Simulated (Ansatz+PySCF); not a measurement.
The numbers below are computed, except where a source is named.
Input for PySCF 2.14.0:

```python
from pyscf import gto, dft

mol = gto.M(atom="""
S 0.000000 0.000000 -0.208040
H 0.000000 1.943050 1.664290
H 0.000000 -1.943050 1.664290
""", basis='cc-pvdz', charge=0, spin=0)
mf = dft.RKS(mol, xc='pbe0')
mf.init_guess = 'minao'
mf.kernel()
while True:  # follow internal instabilities
    mo, _, stable, _ = mf.stability(return_status=True)
    if stable: break
    mf.kernel(mf.make_rdm1(mo, mf.mo_occ))
print(mf.converged, mf.e_tot, mf.spin_square()[0])
```

The script is written out from the run's settings.

Output:

| Item | Value |
| --- | --- |
| Converged | yes |
| Total energy | -398.92451 hartree |
| Spin squared of the determinant | 0.000 |

Caution: charge can spread falsely over distant fragments; an unrestricted determinant lies well below.
